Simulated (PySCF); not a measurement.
All numbers come from PySCF, PBE0, basis S def2-TZVP, H def2-TZVP (no relativity, density fitting).

Each entry is the lowest minimum that a search over a few typed start shapes (and spin states, where more than one is plausible) found, or that minimum re-optimised at the stated level; isomers with ligand–ligand bonds, or fragments after loss of a ligand pair, can lie lower. Open shells are unrestricted.

SH₃ is a doublet of Cs symmetry with S–H 1.337 Å, S–H 1.492 Å (×2); H–S–H 88.5° (×2), H–S–H 156.2°. Its wavenumbers are 590, 810, 973, 1297, 1842, 2742 cm⁻¹.

(1) What changes when one electron is removed, giving SH₃⁺?

Answers

(1) It costs 5.94 eV between the minima (6.14 eV with zero-point energy). SH₃⁺ is a singlet of C3v symmetry with S–H 1.357 Å (×3); H–S–H 94.1° (×3); wavenumbers 1053, 1216 (×2), 2629, 2634 (×2) cm⁻¹.
